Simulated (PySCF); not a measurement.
Input file for PySCF: R-HF/3-21G on HF (SMILES F).

```python
from pyscf import gto, scf, dft, mp
from pyscf.data.elements import chemcore

mol = gto.M(
    atom='''
    F    -1.45719500    0.01925700   -0.00001100
    H    -0.53931000   -0.09466400    0.00014500
    ''',
    basis='3-21g',
    charge=0, spin=0, verbose=3, max_memory=1800)
mf = scf.RHF(mol)
mf.conv_tol = 1e-8
mf.max_cycle = 100
mf.kernel()
if not mf.converged:
    mf = mf.newton().run(mf.mo_coeff, mf.mo_occ)
```

It printed:

```
converged SCF energy = -99.4600469362996
```

The calculation finished and met its thresholds.

Cost: about 0.04 core-seconds (a rough figure).
